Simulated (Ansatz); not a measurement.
Energy needed to pull apart B2H2Cl (SMILES [BH]BCl), doublet, into free ground-state atoms, from the structure below (displaced at random from a GFN2-xTB minimum); no zero-point or spin–orbit terms; open-shell atoms are treated unrestricted, in their ground-state multiplicity.

| atom | x (Å) | y (Å) | z (Å) |
| --- | --- | --- | --- |
| B1 | -0.8987 | 0.1612 | -0.4359 |
| B2 | 0.4834 | 0.0442 | 0.1768 |
| Cl3 | 1.0619 | -1.4130 | 1.0382 |
| H4 | -2.0697 | 0.3889 | -0.8687 |
| H5 | 1.5408 | 0.7641 | 0.0541 |

Computed with Ansatz 0.2.0 (basis: def2-TZVPP); correlated methods freeze the cores; orbitals are unrestricted.

```json
{"method": "SPW92", "atomization energy (eV)": "18.17"}
{"method": "PBE-D4", "atomization energy (eV)": "?"}
{"method": "r2SCAN-D4", "atomization energy (eV)": "16.26"}
{"method": "PBE0-D4", "atomization energy (eV)": "16.13"}
{"method": "BHLYP-D4", "atomization energy (eV)": "15.57"}
{"method": "wB97M-V", "atomization energy (eV)": "?"}
{"method": "HF", "atomization energy (eV)": "12.45"}
{"method": "MP2", "atomization energy (eV)": "15.57"}
{"method": "CCSD", "atomization energy (eV)": "14.92"}
{"method": "CCSD(T)", "atomization energy (eV)": "15.15"}
```

Task: What does PBE-D4 give? (To be estimated.)

Result: By the calculation: 16.37 eV, which is about 1.22 eV more than CCSD(T)/def2-TZVPP.

Task: What does wB97M-V give? (Judge from chemistry; the value comes from the calculation.)

Result: The calculation gives: 15.90 eV, which is about 0.76 eV more than CCSD(T)/def2-TZVPP.

In triple zeta the MP2 and coupled-cluster atomization energies are still short of their basis limit by a few kcal/mol a bond, whereas those of the functionals are nearly converged, so these differences are not deviations from converged CCSD(T).

The T1 diagnostic stays at or below 0.017. ⟨S²⟩ of the unrestricted Hartree–Fock references: 0.76 (a pure state has 0.75).

For scale, one of the runs: CCSD(T)/def2-TZVPP forces, 132 basis functions (an equivalent command: `ansatz run in.yaml --threads 4`). Hardware: 4 CPU threads, shared host. Wall time 75 s; peak host memory 2.6 GiB.
